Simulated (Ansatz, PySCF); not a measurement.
Gas-phase reaction (SMILES): [Na][Cl] -> Na atom + Cl atom; the Cl-Na bond at the site shown breaks (other sites are not compared here).

Each molecule is optimised on its own at B3LYP-D3(BJ)/def2-TZVP (Ansatz, a program for electronic structure). Cores are frozen in the correlated levels unless marked. UHF or UKS for open shells. Spin-orbit coupling is left out. No relativistic terms. CBS(X,Y): correlation extrapolated as X^-3; Hartree-Fock from the larger set. Thermal terms are rigid-rotor harmonic-oscillator values from B3LYP-D3(BJ) frequencies (PySCF) at 298.15 K and 1 atm. 1 Eh = 627.5095 kcal/mol. Atoms have translation alone.

| species | E, CCSD(T)/CBS(def2-TZVPPD,def2-QZVPPD) (Ansatz) (Eh) | E, PBE/def2-TZVPD (Ansatz) (Eh) | H - E (Eh) |
|---|---|---|---|
| [Na][Cl] | -621.72525 | -622.27018 | 0.00448 |
| Na atom | -161.85879 | -162.16048 | 0.00236 |
| Cl atom | -459.70778 | -459.95933 | 0.00236 |

Task: Work out ΔE and ΔH at 298.15 K at the first level, then ΔH at the second.

Result: 
1. ΔE = [(-161.85879) + (-459.70778)] - [(-621.72525)] = 0.15868 Eh = 99.6 kcal/mol at CCSD(T)/CBS(def2-TZVPPD,def2-QZVPPD).
2. The terms H - E add up to 0.00024 Eh, so ΔH = (0.15868 + (0.00024))×627.5095 = 99.7 kcal/mol.
3. At PBE/def2-TZVPD the same steps give ΔE = 94.4 and ΔH = 94.5 kcal/mol, a shift of -5.2 from the first level.
4. These values are not checked against measurement here, since the tables used lack a sound gas-phase enthalpy of formation for at least one species.
